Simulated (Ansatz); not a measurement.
# BHSCl (SMILES S[B]Cl): the energy, rung by rung

BHSCl: 4 atoms, total charge 0, spin state doublet. SMILES: `S[B]Cl`. The shape is that of a PBE0-D4/def2-TZVP optimisation.

| atom | x (Å) | y (Å) | z (Å) |
| --- | --- | --- | --- |
| S | 0.5664 | -0.7891 | 0.5314 |
| B | -0.2996 | 0.4757 | -0.3458 |
| Cl | -2.0141 | 0.6160 | -0.4273 |
| H | 1.8029 | -0.3629 | 0.2214 |

Quantity: the energy change with the S1–B2 bond stretched from 1.766 to 3.532 Å, in eV. The values are calculated.

```
            level                    kind  program  value (eV)  less FCI/STO-3G  CPU time (all runs)
       UHF/STO-3G            Hartree–Fock   Ansatz        3.74            -0.03               0.98 s
  U-revPBE/STO-3G                     GGA   Ansatz        4.62            +0.85                9.3 s
UCAM-B3LYP/STO-3G  range-separated hybrid   Ansatz        4.54            +0.77                8.5 s
    UHSE06/STO-3G  range-separated hybrid   Ansatz        4.76            +0.99                 10 s
   RPA@PBE/STO-3G                     RPA   Ansatz        3.38            -0.39                 11 s
      UMP2/STO-3G     perturbation theory   Ansatz        4.17            +0.40                1.3 s
  UCCSD(T)/STO-3G   coupled cluster or CI   Ansatz        3.77             0.00                1.7 s
    UCCSDT/STO-3G   coupled cluster or CI   Ansatz        3.78            +0.01                4.2 s
       FCI/STO-3G      exact in the basis   Ansatz        3.77             0.00                 22 s
```

FCI/STO-3G is exact within its basis and frozen core, so for wave-function methods in that basis the difference is their error; functionals converge differently with the basis, so for them it is only a difference. The first shape isn't each level's own minimum. The values span 3.38 to 4.76 eV. Spin contamination of the reference (⟨S²⟩ at least 0.1 too high) touches UHF/STO-3G, UMP2/STO-3G, UCCSD(T)/STO-3G, UCCSDT/STO-3G. All rows use very small basis sets, so even the best lies far from the true value. Times are those of the runs behind each value, whatever else they computed, on shared processors of several kinds: orders of magnitude only.
